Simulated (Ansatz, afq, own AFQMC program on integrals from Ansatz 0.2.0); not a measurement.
**C⁺, quartet in cc-pVTZ, levels against full CI**

A free C cation.

Basis cc-pVTZ. Only valence electrons are correlated. Ansatz 0.2.0 and our own AFQMC program on the same integrals; the CISD trial comes from CCSD amplitudes, and released means the phaseless constraint is let go. Error bars are statistical, one sigma.

Determinant: UHF, the one that the program's search chose, which needn't be the lowest solution.

Full CI on the same integrals is exact in this basis and with this determinant's frozen core.

Cautions: another spin lies lower (by 5.30 eV).

* T1 diagnostic: 0.0018
* weight of the determinant in the CISD state: 0.994
* ⟨S²⟩ of the determinant: 3.750
* size of the correlated space: 3 electrons in 29 orbitals

Reference: full CI, correlation energy -0.429 eV. The released energy is read at 1.50 1/Eh (meV from the phaseless value at times in 1/Eh: 0.4 ± 0.3 at 0.24, 0.05 ± 0.20 at 0.50, 0.5 ± 0.3 at 1.00, 0.2 ± 0.3 at 1.50).

```
         level  E − E(reference) (kcal/mol)  share of correlation (%)
            HF                         9.89                      0.00
           MP2                         2.45                     75.24
          CCSD                         0.04                     99.56
       CCSD(T)                         0.01                     99.89
 ph-AFQMC/CISD                -0.01 ± 0.004                    100.06
released AFQMC                 0.00 ± 0.006                    100.02
```

A walk keeps the symmetry of its determinant, which the program's search chose and which needn't be the lowest solution, so a lower state of the same spin and another symmetry isn't excluded. Released energies are given only where the last usable release times agree within the noise; a slower fall can still hide under it.
